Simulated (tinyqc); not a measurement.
Coupled-perturbed Hartree-Fock on RHF in the sto-3g basis, for H2F+, spin multiplicity 1, step by step. One step of it, computed by the program tinyqc.

Problem. Response to a field: uncoupled start. Field along y; U_ai = -mu_ai / (e_a - e_i), alpha = -4 sum U_ai mu_ai.

orbital energies (hartree): MO1 -26.637593, MO2 -2.068202, MO3 -1.188877, MO4 -1.091111, MO5 -1.049880, MO6 -0.009912, MO7 0.131956

dipole integrals <a|y|i> (bohr):
```
           i1         i2        i3         i4        i5
a6  -0.005755   0.004408  0.744774   0.126210  0.000000
a7   0.041710  -0.098691  0.125394  -0.569340  0.000000
```

Give: uncoupled U; uncoupled polarisability.

Solution.

uncoupled U:
```
         i1       i2       i3       i4      i5
a6   0.0002  -0.0021  -0.6317  -0.1167  0.0000
a7  -0.0016   0.0449  -0.0949   0.4655  0.0000
```

uncoupled polarisability = 3.0666 bohr^3
